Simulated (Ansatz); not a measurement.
Relaxation of H2NOSi (5 atoms, charge -1, multiplicity 1), to a largest force component of 0.02 eV/Å in at most 40 steps.

All numbers below come from RKS B3LYP-D4/6-31G* (Ansatz 0.2.0).

```xyz
5
Properties=species:S:1:pos:R:3
N -0.689 -0.994 -0.028
Si 0.341 0.282 0.063
O 0.358 1.781 -0.280
H -1.613 -0.808 -0.417
H 1.602 -0.260 0.662
```

Question: Where does it end, and by what steps?

Answer: It converged. Limits of this set-up: an anion without diffuse functions, the dipole of an ion depends on the origin. After 5 steps the energy has fallen by 0.021 eV; H4 moved furthest, 0.05 Å.

| step | energy less start (eV) | largest force component (eV/Å) | accepted |
| --- | --- | --- | --- |
| 0 | 0.0000 | 1.167 | yes |
| 1 | -0.0140 | 0.590 | yes |
| 2 | -0.0198 | 0.080 | yes |
| 3 | -0.0198 | 0.057 | yes |
| 4 | -0.0206 | 0.050 | yes |
| 5 | -0.0208 | 0.015 | yes |

```xyz
5
Properties=species:S:1:pos:R:3
N -0.694 -1.014 -0.025
Si 0.340 0.258 0.068
O 0.327 1.778 -0.290
H -1.603 -0.763 -0.424
H 1.629 -0.259 0.672
```

Whether the end is a true minimum wasn't checked by a vibrational analysis.

Time of the run: 6.1 s on 1 thread of Arm Neoverse V2, with other jobs on the host, peak memory 0.11 GiB.
